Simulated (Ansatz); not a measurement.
Geometry optimisation, UKS B3LYP/def2-SVP (Ansatz 0.2.0).

Input file:

```yaml
crystal:
  periodic: [false, false, false]
  atoms:
    - { symbol: C, position_ang: [1.2846, -0.732, -0.5949] }
    - { symbol: "N", position_ang: [-0.0577, -0.6434, -0.6623] }
    - { symbol: C, position_ang: [-0.7089, 0.1698, 0.2338] }
    - { symbol: O, position_ang: [-1.8158, -0.2384, 0.7194] }
    - { symbol: C, position_ang: [-0.3284, 1.397, 0.4742] }
    - { symbol: O, position_ang: [0.0209, 2.5231, 0.7063] }
    - { symbol: H, position_ang: [1.8083, -1.3176, -1.322] }
    - { symbol: H, position_ang: [0.25232, -0.0255, 0.7092] }
    - { symbol: H, position_ang: [-2.0082, -1.0845, 0.3095] }
magnetization:
  spin_polarized: true
basis:
  gaussian: { orbitals: def2-SVP }
hamiltonian:
  xc: b3lyp
relax:
  f_tol: 0.02
  max_steps: 50
```

Run as:

```bash
$ ansatz run input.yaml --threads 2 --pin off --max-ram 3072MiB --backend cpu --events-out ev --progress --plain --runs-dir out
```

Problem. Where does it end, and by what steps?

Solution. It converged. After 41 steps the energy has fallen by 4.268 eV; O6 moved furthest, 1.82 Å. The start is strongly strained (largest force component 9 eV/Å). Joined: C1–O6 (3.73 → 1.45 Å).

| step | energy less start (eV) | largest force component (eV/Å) | accepted |
| --- | --- | --- | --- |
| 0 | 0.0000 | 8.545 | yes |
| 2 | -1.6146 | 1.613 | yes |
| 4 | -2.6347 | 1.387 | yes |
| 6 | -3.1472 | 3.553 | yes |
| 8 | -3.4811 | 1.002 | yes |
| 10 | -3.5953 | 2.901 | yes |
| 12 | -3.8432 | 1.406 | yes |
| 14 | -3.9007 | 1.290 | yes |
| 16 | -3.9749 | 0.356 | yes |
| 18 | -3.9967 | 0.145 | yes |
| 20 | -4.0040 | 0.164 | yes |
| 22 | -4.0064 | 0.201 | yes |
| 24 | -4.0095 | 0.123 | yes |
| 26 | -4.0172 | 0.155 | yes |
| 28 | -4.0479 | 0.422 | yes |
| 30 | -4.1205 | 0.876 | yes |
| 32 | -4.1951 | 0.884 | yes |
| 34 | -4.2291 | 0.592 | yes |
| 36 | -4.2625 | 0.601 | yes |
| 38 | -4.2674 | 0.050 | yes |
| 40 | -4.2676 | 0.024 | yes |
| 41 | -4.2677 | 0.010 | yes |

```xyz
9
Properties=species:S:1:pos:R:3
C 1.013 -0.052 -0.808
N 0.184 -0.851 -0.319
C -0.662 -0.017 0.566
O -2.020 -0.208 0.413
C -0.221 1.435 0.381
O 0.823 1.327 -0.404
H 1.852 -0.220 -1.487
H -0.300 -0.236 1.603
H -2.222 -1.129 0.629
```

Whether the end is a true minimum wasn't checked by a vibrational analysis.

Run time: 2.5 min on 2 threads of AMD EPYC 7R43 64-Core Processor (Zen 3) (shared host), peak memory 0.33 GiB.
